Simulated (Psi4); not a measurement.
# BH2OF (SMILES OBF): a chain of runs

We compute a geometry optimisation (r2SCAN-3c/def2-mTZVPP), then the harmonic vibrations, then the energy (CCSD(T)/def2-TZVP) of BH2OF. 

The calculation is run with Psi4 1.11.

## 1. The structure to begin with

The species is BH2OF (5 atoms), meant as a singlet with charge 0. As SMILES, `OBF`. All atoms were displaced at random from a relaxed shape. The run starts from this shape.

Bond lengths: O1–B2 1.343 Å, B2–F3 1.363 Å, O1–H4 0.917 Å, B2–H5 1.217 Å. Angles: O1–B2–F3 120.1°, O1–B2–H5 124.3°, F3–B2–H5 115.5°, B2–O1–H4 110.1°.

## 2. A geometry optimisation at r2SCAN-3c/def2-mTZVPP (density fitting) (run 1)

File job.py:

```python
import psi4

psi4.set_memory('1600 MB')
psi4.set_num_threads(1)
psi4.set_output_file('output.dat', False)

mol = psi4.geometry("""
0 1
O     -1.041683     0.104461     0.142248
B      0.294702    -0.003576     0.210928
F      1.013455    -0.302485    -0.907322
H     -1.319997     0.016074    -0.726898
H      0.937186     0.078526     1.241303
units angstrom
symmetry c1
""")

psi4.set_options({
    'geom_maxiter': 60,
})

e = psi4.optimize("r2scan-3c")
print(f'total energy {e:.8f} hartree = {e * 27.211386:.5f} eV')
print(mol.to_string(dtype='xyz', units='Angstrom'))
```

Run with:

```console
$ python job.py
```

output.dat:

```text
[...]
  Running in c1 symmetry.
[...]
  Nuclear repulsion =   63.956356889331794
[...]
  Multiplicity = 1
[...]
  Nalpha       = 12
  Nbeta        = 12
[...]
    Number of basis functions: 77
[...]
   @DF-RKS iter   1:  -201.01301721519695   -3.85934e-01   9.87246e-03 DIIS/ADIIS
[...]
   @DF-RKS iter   7:  -201.20997259253028   -1.16529e-12   4.55777e-09 DIIS
[...]
    Orbital Energies [Eh]
    ---------------------
    Doubly Occupied:
       1A    -24.493382     2A    -18.988756     3A     -6.698419
       4A     -1.172988     5A     -1.011679     6A     -0.553658
       7A     -0.501734     8A     -0.442215     9A     -0.423187
      10A     -0.352383    11A     -0.338093    12A     -0.335970
[...]
  @DF-RKS Final Energy:  -201.20997259253028
   => Energetics <=
    Nuclear Repulsion Energy =             64.0310306216758534
    One-Electron Energy =                -404.4133636928219175
    Two-Electron Energy =                 163.0078565967581881
    DFT Exchange-Correlation Energy =     -23.8412823114223720
    Empirical Dispersion Energy =           0.0057861932799387
    VV10 Nonlocal Energy =                  0.0000000000000000
    Total Energy =                       -201.2099725925302778
[...]
  -Total Gradient:
     Atom            X                  Y                   Z
    ------   -----------------  -----------------  -----------------
       1        0.000097199205     0.000020897219     0.000146535945
       2       -0.000025031927     0.000035919683     0.000128692043
       3       -0.000003674521     0.000020919010     0.000125850796
       4        0.000056659265     0.000033247638     0.000287312294
       5        0.000069985983     0.000011468272     0.000167024186
[...]
```

On the terminal:

```text
Optimizer: Optimization complete!
total energy -201.20997259 hartree = -5475.20223 eV
5
0 1 BFH2O
O                    -1.145042866583     0.201717385591     0.402528233036
B                     0.195616945964     0.054457902891     0.454631083950
F                     0.890224018080    -0.215067503409    -0.655912635173
H                    -1.512099311828     0.093530919550    -0.484137626525
H                     0.766356170355     0.164393905327     1.493951335525
```

Wall time 75 s (1 thread of AMD EPYC 7R43 (Zen 3), shared host); peak memory 0.79 GiB.

Steps, from the record of the run:

```csv
step,energy from the first frame kept (eV),largest force (eV/Å)
0,0.0000,3.0638
1,-0.0755,1.0995
2,-0.0090,1.6679
3,-0.1001,0.6128
4,-0.1156,0.1639
5,-0.1162,0.0648
6,-0.1162,0.0152
```

After the run. Bond lengths: O1–B2 1.350 Å, B2–F3 1.337 Å, O1–H4 0.966 Å, B2–H5 1.191 Å. Angles: O1–B2–F3 120.4°, O1–B2–H5 120.0°, F3–B2–H5 119.6°, B2–O1–H4 113.6°.

## 3. The harmonic vibrations at r2SCAN-3c/def2-mTZVPP (density fitting) (run 2)

File calc.in:

```
memory 1600 mb

molecule geom {
  0 1
  O
  B 1 1.349728
  F 2 1.337322 1 120.38736
  H 1 0.965718 2 113.62528 3 0.01979
  H 2 1.190805 3 119.63326 1 179.99179
  units angstrom
}

set t 298.15
set rotational_symmetry_number 1

energy_value = frequency("r2scan-3c")
```

Run with:

```console
$ psi4 -n 1 calc.in calc.out
```

calc.out:

```text
[...]
  Running in c1 symmetry.
[...]
  Nuclear repulsion =   64.031054334183381
[...]
  Multiplicity = 1
[...]
  Nalpha       = 12
  Nbeta        = 12
[...]
    Number of basis functions: 77
[...]
   @DF-RKS iter   1:  -201.01376730267512   -3.92287e-01   9.85096e-03 DIIS/ADIIS
[...]
   @DF-RKS iter  11:  -201.20997119951349   -5.11591e-13   1.75487e-09 DIIS
[...]
  @DF-RKS Final Energy:  -201.20997119951349
   => Energetics <=
    Nuclear Repulsion Energy =             64.0403685769587838
    One-Electron Energy =                -404.4302992078301600
    Two-Electron Energy =                 163.0161246062516796
    DFT Exchange-Correlation Energy =     -23.8419538520327734
    Empirical Dispersion Energy =           0.0057886771390098
    VV10 Nonlocal Energy =                  0.0000000000000000
    Total Energy =                       -201.2099711995134896
[...]
  -Total Gradient:
     Atom            X                  Y                   Z
    ------   -----------------  -----------------  -----------------
       1        0.000006934103    -0.000317166653    -0.000220733925
       2        0.000010915414     0.000284156689     0.000207123445
       3       -0.000000890965     0.000086466565    -0.000008654875
       4       -0.000008540537     0.000958595510     0.000514067619
       5       -0.000008549816    -0.000147616417    -0.000276921972
[...]
  ==> Harmonic Vibrational Analysis <==
[...]
  Freq [cm^-1]                 499.8142            636.5607            919.2719
[...]
  IR activ [km/mol]            41.5069             140.7759            25.1605
[...]
  Freq [cm^-1]                 987.8817           1094.7791           1205.9130
[...]
  IR activ [km/mol]            60.0827             11.6984             85.4165
[...]
  Freq [cm^-1]                1406.4362           2680.8355           3817.8048
[...]
```

The script printed:

```text
Warning: used thermodynamics relations inappropriate for low-frequency modes: ['499.8142']
```

Wall time 4.7 min (1 thread of AMD EPYC 7R43 (Zen 3), shared host); peak memory 0.78 GiB.

## 4. The energy at CCSD(T)/def2-TZVP (run 3)

File bfh2o.xyz:

```xyz
5
BFH2O
O     -1.031522     0.118001     0.150086
B      0.309137    -0.029258     0.202189
F      1.003744    -0.298784    -0.908355
H     -1.398579     0.009815    -0.736580
H      0.879877     0.080678     1.241509
```

File job.py:

```python
import psi4

psi4.set_memory('1600 MB')
psi4.set_num_threads(1)
psi4.core.set_output_file('output.dat', False)

with open('bfh2o.xyz') as f:
    atoms = ''.join(f.readlines()[2:])
molecule = psi4.geometry('0 1\n' + atoms + '')

options = {'basis': 'def2-TZVP', 'scf_type': 'pk', 'num_frozen_docc': 3}
psi4.set_options(options)

result = psi4.energy('ccsd(t)', molecule=molecule)
print(f'ccsd(t) energy: {result:.10f} Eh')
```

Run with:

```console
$ python job.py
```

output.dat:

```text
[...]
  Running in c1 symmetry.
[...]
  Nuclear repulsion =   64.031039846590218
[...]
  Multiplicity = 1
[...]
  Nalpha       = 12
  Nbeta        = 12
[...]
    Number of basis functions: 105
[...]
   @RHF iter   1:  -200.26989572319255   -9.47978e-01   4.67001e-03 DIIS/ADIIS
[...]
   @RHF iter  11:  -200.35470377171796   -5.68434e-12   4.67564e-09 DIIS
[...]
  @RHF Final Energy:  -200.35470377171796
   => Energetics <=
    Nuclear Repulsion Energy =             64.0310398465902182
    One-Electron Energy =                -404.3981270922000135
    Two-Electron Energy =                 140.0123834738918447
    Total Energy =                       -200.3547037717179649
[...]
 Multipole Moments:
 ------------------------------------------------------------------------------------
     Multipole            Electronic (a.u.)      Nuclear  (a.u.)        Total (a.u.)
 ------------------------------------------------------------------------------------
 L = 1.  Multiply by 2.5417464519 to convert [e a0] to [Debye]
 Dipole X            :          1.4485748           -1.7309601           -0.2823852
 Dipole Y            :         -0.4016850            0.3937172           -0.0079678
 Dipole Z            :         -1.3732433            1.1338000           -0.2394432
 Magnitude           :                                                    0.3703214
[...]
      * MP2 total energy                      = -200.938680322010498
[...]
      * CCSD total energy                     = -200.949792506534152
[...]
      * CCSD(T) total energy                  = -200.968249352947225
```

The script printed:

```text
ccsd(t) energy: -200.9682493529 Eh
```

It took 78 s on 1 thread of AMD EPYC 7R43 (Zen 3), shared host; peak memory 1.3 GiB.

## 5. Summary of results

| quantity | value |
| --- | --- |
| run 1, r2SCAN-3c/def2-mTZVPP: total energy at the end | -201.20997 Eh |
| run 1, r2SCAN-3c/def2-mTZVPP: dipole moment | 1.07 D |
| run 1, r2SCAN-3c/def2-mTZVPP: HOMO energy | -9.14 eV |
| run 1, r2SCAN-3c/def2-mTZVPP: LUMO energy | -0.21 eV |
| run 1, r2SCAN-3c/def2-mTZVPP: HOMO–LUMO gap | 8.93 eV |
| run 2, r2SCAN-3c/def2-mTZVPP: lowest harmonic wavenumber | 500 cm⁻¹ |
| run 2, r2SCAN-3c/def2-mTZVPP: highest harmonic wavenumber | 3818 cm⁻¹ |
| run 2, r2SCAN-3c/def2-mTZVPP: zero-point energy | 79.2 kJ/mol |
| run 2, r2SCAN-3c/def2-mTZVPP: ideal-gas entropy at 298.15 K (symmetry number 1 as used) | 60.4 cal/(mol K) |
| run 3, CCSD(T)/def2-TZVP: total energy | -200.96825 Eh |
| run 3, CCSD(T)/def2-TZVP: HOMO energy (Hartree–Fock orbitals) | -14.66 eV |
| run 3, CCSD(T)/def2-TZVP: LUMO energy (Hartree–Fock orbitals) | 3.36 eV |
| run 3, CCSD(T)/def2-TZVP: HOMO–LUMO gap (Hartree–Fock orbitals) | 18.02 eV |
| run 3, CCSD(T)/def2-TZVP: correlation energy (3 core orbitals frozen) | -613.5 mEh |
| run 3, CCSD(T)/def2-TZVP: (T) correction | -18.46 mEh |
| run 3, CCSD(T)/def2-TZVP: T1 diagnostic | 0.013 |

What this shows: The optimisation (run 1, r2SCAN-3c/def2-mTZVPP) took 7 steps and changed the energy by -0.116 eV. All 9 modes (run 2, r2SCAN-3c/def2-mTZVPP) are real, so the shape is a minimum at this level. The triples (run 3, CCSD(T)/def2-TZVP) make up 3.0 % of the correlation energy.
